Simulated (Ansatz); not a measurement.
## GaC⁺, singlet: vertical spin and charge gaps

Geometry (PBE0/def2-TZVP stationary point for this spin):

```xyz
2

C     0.0000    0.0000    0.0000
Ga    0.0000    0.0000    2.0328
```

Basis cc-pVDZ; Ansatz 0.2.0. Correlated methods freeze the noble-gas cores and the filled d shells of p-block atoms. R marks a restricted (for open shells ROHF) determinant. Active spaces: valence = (6e, 8o) chosen from the atoms' valence shells. No spin–orbit coupling is included, and no scalar relativity.

Gaps are energies of the second state less the first, at fixed atoms, for a selection of the levels run; each method lands on the state that its own search finds for that charge and spin.

HF rows: RHF is the determinant under the cluster runs. Coupled cluster chose its determinant by a search with trial CCSD, here up to 0.07 eV above the lowest Hartree–Fock solution of its kind, and MP2 stands on that determinant too. The determinant of the GaC⁺ singlet fills πx and πy unequally, so it is a mixture of Σ and Δ, which weighs on every level built on one determinant.

Triplet less singlet: -1.238 eV at full CI (singlet A1, triplet A2, in C2v).

Large singles or doubles amplitudes warn of static correlation in the GaC⁺ triplet.

By full CI's occupations no single determinant describes the singlet well.

| level | gap (eV) | error (meV) |
| --- | --- | --- |
| RHF | -2.124 | -886 |
| RMP2 | -1.719 | -481 |
| RCCSD* | -1.510 | -272 |
| RCCSD(T)* | -1.422 | -184 |
| BCCD(T)* | -1.426 | -188 |
| RCCSDT* | -1.324 | -86 |
| RCCSDT(Q)* | -1.242 | -4 |
| CASSCF (valence space) | -1.351 | -113 |
| NEVPT2 (valence space) | -1.248 | -10 |
| MRCISD (valence space) | -1.238 | 0 |
| MRCISD+Q (valence space) | -1.229 | 9 |

An asterisk marks runs whose energy the program itself flagged as in doubt.

Full CI is exact within this basis and frozen core; it isn't the basis-set limit.
